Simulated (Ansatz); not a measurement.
Process, species as SMILES: F (HF) → F atom + H atom
B3LYP-D3(BJ)/def2-TZVP geometries, fixed; electronic energies without zero-point terms.

Basis-set convergence of the bond dissociation energy at PBE0 with Ansatz (a first-principles code). Cartesian d functions, on some or all atoms, in 6-31+G*; all else is spherical. The program fits the integrals of some runs and decomposes those of others, by size. Open shells are unrestricted. No added dispersion term, no relativity. Functions are those of the species that has most. Reference: the value in aug-cc-pV5Z, 136.94 kcal/mol, itself unsure by roughly 0.05 kcal/mol (its mean distance from pcseg-4, aug-pcseg-3, aug-cc-pVQZ).

| basis | functions | bond dissociation energy (kcal/mol) |
|---|---|---|
| 3-21G | 11 | 112.61 |
| def2-SVP | 19 | ? |
| pcseg-1 | 19 | ? |
| 6-31+G* | 21 | 130.95 |
| def2-SVPD | 31 | ? |
| 6-311++G(2d,2p) | 37 | 136.74 |
| def2-TZVP | 37 | 134.68 |
| def2-TZVPD | 49 | ? |
| aug-cc-pVTZ | 69 | 136.75 |

Q: Fill in the missing entries.

A: 
- def2-SVP, bond dissociation energy (kcal/mol): 131.15
- pcseg-1, bond dissociation energy (kcal/mol): 131.35
- def2-SVPD, bond dissociation energy (kcal/mol): 137.36
- def2-TZVPD, bond dissociation energy (kcal/mol): 136.01
